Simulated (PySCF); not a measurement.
## NMR data sheet: C₄H₁₁P

| Item | Value |
| --- | --- |
| Formula | C4H11P |
| SMILES | C=P(C)(C)C |
| Carbon signals | 2 |
| Proton signals | 2 |

Mapped SMILES: `[CH2:1]=[P:2]([CH3:3])([CH3:4])[CH3:5]`; H(Xn) means a hydrogen on atom n.

Method: NMR shieldings at PBE0/pcSseg-1/GIAO, GFN2-xTB structure, in PySCF 2.14.0 with density-fitted response routines (non-relativistic, equivalent nuclei averaged, no solvent model, single conformer).

Shifts are taken against calculated references (same method and geometry level): ¹H, ¹³C against TMS; ³¹P vs H3PO4.

| carbon | δC, type | δH (multiplicity) | HMBC from (2–3 bonds) | span of the C tensor (ppm) |
| --- | --- | --- | --- | --- |
| C1 | -0.1, CH2 | -0.23 (m) | H(C3)/H(C4)/H(C5) | 16 |
| C3/C4/C5 | 22.5, CH3 | 1.30 (m) | H(C3)/H(C4)/H(C5), H(C1) | 46 |

Other nuclei:
```json
{"atoms": "P2", "nucleus": "³¹P", "environment": "phosphorus bonded to 4 C", "δ (ppm)": "-23.1", "σ (ppm)": "341.5"}
```

δC 22.5: methyl carbon bonded to P. δC -0.1: carbon double-bonded to a heavier main-group atom. δH 1.30: hydrogen on a methyl carbon bonded to P. δH -0.23: hydrogen on a carbon double-bonded to a heavier main-group atom.

Splittings by ³¹P in the carbon and heteronuclear signals aren't shown, as no couplings were computed. Shifts are as computed. Against solution values, carbons near 30 ppm lie about +3 ppm off and those near 130 ppm about +5 ppm. Of 1211 compounds with measured shifts, 218 miss one by over three times the rms of a fit or turn the order of signals round; such compounds aren't used in these exercises. Experimental scales use liquid or dissolved standards, which lie at an offset from isolated H3PO4. Multiplicities follow the n + 1 count of equivalent neighbours, as no J values were calculated; m marks all less simple cases, F and P coupling included.
